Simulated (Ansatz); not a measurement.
**C₃− (doublet): geometry and frequencies at several levels**

The task, for C₃− (doublet): geometry and frequencies at several levels. Charge -1. Spin multiplicity 2.

Program: Ansatz 0.2.0. Level of theory: the levels named in each step. These are calculated values, not measurements.

## 1. The structure to begin with

Bond lengths: C1–C2 1.311 Å, C2–C3 1.311 Å. Angles: C1–C2–C3 180.0°.

Structure file:

```xyz
3

C     0.0000    0.0000   -1.3110
C     0.0000    0.0000    0.0000
C     0.0000    0.0000    1.3110
```

## 2. A rough first relaxation, PBE-D4/def2-SVPD

File input.yaml:

```yaml
crystal:
  periodic: [false, false, false]
  atoms:
    - { symbol: C, position_ang: [0.0, 0.0, -1.31096] }
    - { symbol: C, position_ang: [0.0, 0.0, 0.0] }
    - { symbol: C, position_ang: [0.0, 0.0, 1.31096] }
magnetization:
  spin_polarized: true
  initial_magnetization: 1
total_charge: -1
basis:
  gaussian: { orbitals: def2-SVPD }
hamiltonian:
  xc: pbe
  dispersion: d4
relax:
  f_tol: 0.03
  max_steps: 200
```

Run with:

```console
$ ansatz run input.yaml --threads 2 --pin off --max-ram 5120MiB --backend cpu --events-out ev --progress --plain --runs-dir out
```

Further steps of the session: Relaxation, PBE0-D4/def2-TZVPPD; Frequencies, PBE0-D4/def2-TZVPPD; Relaxation, PBE-D4/def2-TZVPPD; Frequencies, PBE-D4/def2-TZVPPD; Relaxation, r2SCAN-D4/def2-TZVPPD; Frequencies, r2SCAN-D4/def2-TZVPPD; Relaxation, B3LYP-D4/def2-TZVPPD; Frequencies, B3LYP-D4/def2-TZVPPD; Relaxation, B2PLYP/def2-TZVPPD.

Before running it: what results should come out? Wanted: C1–C2 at B2PLYP/def2-TZVPPD; C2–C3 at B2PLYP/def2-TZVPPD; frequencies at B3LYP-D4/def2-TZVPPD.

The runs gave:

| quantity | value |
| --- | --- |
| C1–C2 at B2PLYP/def2-TZVPPD | 1.303 Å |
| C2–C3 at B2PLYP/def2-TZVPPD | 1.303 Å |
| frequencies at B3LYP-D4/def2-TZVPPD | 266 to 1768 cm⁻¹ |

What this shows: The C–C distance spreads over 0.012 Å, from B3LYP-D4/def2-TZVPPD (shortest) to PBE-D4/def2-TZVPPD. No mode is imaginary, so the geometry is a minimum.
